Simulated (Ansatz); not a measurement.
Basis-set extrapolation for `[BH2][AlH][OH]` (PBE0-D4/def2-TZVP geometry, frozen core, the Gaussian-basis code of Ansatz). Multiplicity 1, RHF reference.

```tsv
	def2-TZVPP	def2-QZVPP
HF	-343.854966	-343.867377
MP2 correlation	-0.420022	-0.452381
CCSD(T) correlation	-0.465813	not run
```

Energies in hartree. Use E(X) = E(∞) + A·exp(−7.88·√X) for Hartree–Fock and E(X) = E(∞) + B·X^(−2.97) for correlation, with X = 3 and 4, and add CCSD(T) minus MP2 of the smaller set to the MP2 limit.

Question: What is the CCSD(T) energy at the basis-set limit?

Answer: HF limit: -343.867377 + (-0.012411) × 0.13774 = -343.86909. MP2 limit: -0.452381 + (-0.032359) × 0.74074 = -0.47635. Higher-order term: -0.465813 − (-0.420022) = -0.04579. Total: -344.39123 hartree, 185.0 kJ/mol below CCSD(T)/def2-TZVPP.
